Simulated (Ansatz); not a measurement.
Elastic constant C44 (GPa) of solids drawn from the class of elemental solids other than molecular ones, at two levels: PBE (PAW; Ansatz, a quantum-chemistry and plane-wave program), and PBEsol in Ansatz (PAW).

```tsv
solid	PBE	PBEsol	shift (%)
fcc Sr	9.95	12.4	+25
white tin (β-Sn)	19.4	23.1	+19.1
hcp Os	258	278	+7.8
fcc Ag	42.2	55.8	+32
fcc Pb	16.6	20.2	+22
hcp Cd	8.52	15.9	+87
hcp Y	25.4	26.4	+3.9
fcc Pt	61.7	76.3	+24
hcp Tc	137	149	+8.8
double-hcp La	14.8	16.5	+11.5
```

The shifts run from +3.9 % to +87 %, with a median of +20 %.

Over all 10 rows PBEsol is the larger in 10.

Ansatz's runs of these crystals have no spin polarisation.

Spin–orbit coupling is left out, also for the solids with elements from indium on (white tin (β-Sn), hcp Os, fcc Pb, fcc Pt, double-hcp La); its size isn't shown.

Each level is taken at its own relaxed cell. Ansatz's density-functional and Hartree–Fock values are scalar-relativistic unless marked +SOC, with PAW data made under PBE.
